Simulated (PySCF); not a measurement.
One of the candidates below gave these computed data.

All candidates are C4H9N.

| technique | computed result |
| --- | --- |
| 1H NMR | chemical shifts (computed TMS as zero) by class: 7.54 (1 H), 3.40 (3 H), 2.04 (2 H), 1.00 (3 H) ppm [GIAO PBE0/pcSseg-1] |
| 13C NMR | chemical shifts (computed TMS as zero) by class: 170.4 (1 C), 39.9 (1 C), 21.5 (1 C), 12.4 (1 C) ppm [GIAO PBE0/pcSseg-1] |
| Couplings | largest of the computed one-bond spin–spin couplings (means over like bonds): 13C–1H +180.5, 13C–1H +138.7 (×3), 13C–1H +133.8 (×3), 13C–1H +131.8 (×2), 13C–13C +39.6, 13C–13C +36.8, 15N–13C -6.5, 15N–13C +3.8 Hz [B3LYP/pcJ-1, spin–dipole term left out for some pairs] |
| Dipole | 2.10 D [CAM-B3LYP/def2-SVPD] |
| Rotational structure | rotational constants A, B, C: 12.457, 2.676, 2.462 GHz [PBE0-D3(BJ)/def2-SVP] |
| UV, strongest line | among the 10 lowest singlet transitions: S5 at 7.82 eV (158 nm, f = 0.208) [TDDFT CAM-B3LYP/def2-SVPD] |
| Triplet | lowest triplet excitation (Tamm–Dancoff): 4.19 eV [TDA CAM-B3LYP/def2-SVPD] |
| Polarisability | 59.5 au [CAM-B3LYP/def2-SVPD] |
| XPS | C1s 290.8, C1s 290.9, C1s 291.3, C1s 291.4, N1s 404.4 eV [ΔSCF SCAN, pcX-2 on the ionised atom, pcseg-1 elsewhere, spin-free X2C] |

The electronic properties come from PySCF, for the isolated species, density fitting. Levels stand in brackets. Geometry: PBE0-D3(BJ)/def2-SVP, one conformer, isolated molecule. NMR classes are plain means over equivalent atoms (diastereotopic ones count apart unless rotation or inversion swaps them), as if these changed places fast.

**Question.** Which candidate is it?
A. `C=CCNC`
B. `CNC1CC1`
C. `CC/C=N\C`
D. `C=CN(C)C`
E. `NC1CCC1`

**Answer.** C. It is `CC/C=N\C`. Numbering: `[CH3:1][CH2:2]/[CH:3]=[N:4]\[CH3:5]`. Its formula, C4H9N, gives 1 degree of unsaturation: 0 rings and 1 π bond in the structure found. 4 carbons fall into 4 classes; from least to most shielded: imine carbon [C3] (170.4 ppm), N-methyl carbon [C5] (39.9 ppm), chain CH2 carbon [C2] (21.5 ppm), methyl carbon [C1] (12.4 ppm). Hydrogen classes from least to most shielded: 1 H on an imine carbon, C3 (7.54 ppm), 3 H on an N-methyl carbon, C5 (3.40 ppm), 2 H on a chain CH2 carbon, C2 (2.04 ppm, a mean of values up to 1.6 ppm apart in this geometry), 3 H on a methyl carbon, C1 (1.00 ppm). The couplings run between: +180.5 Hz, imine carbon [C3] and its hydrogen; +138.7 Hz, N-methyl carbon [C5] and its hydrogen (with 2 like pairs); +133.8 Hz, methyl carbon [C1] and its hydrogen (with 2 like pairs); +131.8 Hz, chain CH2 carbon [C2] and its hydrogen (with 1 like pair); +39.6 Hz, chain CH2 carbon [C2] and imine carbon [C3]; +36.8 Hz, methyl carbon [C1] and chain CH2 carbon [C2]; -6.5 Hz, imine nitrogen [N4] and imine carbon [C3]; +3.8 Hz, imine nitrogen [N4] and N-methyl carbon [C5]. The core levels belong to: C1s 290.8 eV, methyl carbon [C1]; C1s 290.9 eV, chain CH2 carbon [C2]; C1s 291.3 eV, N-methyl carbon [C5]; C1s 291.4 eV, imine carbon [C3]; N1s 404.4 eV, imine nitrogen [N4]. The hole state at 291.4 eV has ⟨S²⟩ = 0.83 against 0.75, so that value is less sure. The optimised geometry has point group C1 and is an asymmetric top.

The others, at the same levels:
- `C=CCNC` fails: its computed core binding energies are C1s 290.2, C1s 290.5, C1s 291.4, C1s 291.4, N1s 404.7 eV, rotational constant A is 21.184 GHz (against 12.457 GHz) and smallest rotational constant is 2.179 GHz (against 2.462 GHz).
- `NC1CCC1` fails: its computed core binding energies are C1s 290.3 (×2), C1s 290.4, C1s 291.2, N1s 404.9 eV, rotational constant A is 10.045 GHz (against 12.457 GHz) and smallest rotational constant is 3.399 GHz (against 2.462 GHz).
- `C=CN(C)C` fails: its computed lowest triplet excitation (Tamm–Dancoff) is 3.95 eV (against 4.19 eV), strongest line among the 10 lowest singlet transitions is S2 at 6.05 eV (205 nm, f = 0.193) (against S5 at 7.82 eV) and static isotropic polarisability is 62.6 au (against 59.5 au).
- `CNC1CC1` fails: it has 3 carbon classes against 4; its computed 13C shifts are 36.9 (1 C), 32.2 (1 C), 8.7 (2 C) ppm, core binding energies are C1s 290.4 (×2), C1s 291.2, C1s 291.3, N1s 404.8 eV and 1H shifts are 2.40 (3 H), 1.76 (1 H), 0.44 (1 H), 0.37 (2 H), 0.34 (2 H) ppm.

Each candidate is one conformer, not necessarily the lowest. Dipoles, sizes and rotational constants follow the conformer. The torsions of the flexible species, by atom-mapped SMILES:
- `[CH3:1][CH2:2]/[CH:3]=[N:4]\[CH3:5]`: C1–C2–C3–N4 -127°
- `[CH2:1]=[CH:2][CH2:3][NH:4][CH3:5]`: C1–C2–C3–N4 128°, C2–C3–N4–C5 176°
- `[NH2:1][CH:2]1[CH2:3][CH2:4][CH2:5]1`: H–N1–C2–C3 -62°, H–N1–C2–C3 179°
- `[CH2:1]=[CH:2][N:3]([CH3:4])[CH3:5]`: C1–C2–N3–C4 156°
- `[CH3:1][NH:2][CH:3]1[CH2:4][CH2:5]1`: C1–N2–C3–C4 -87°
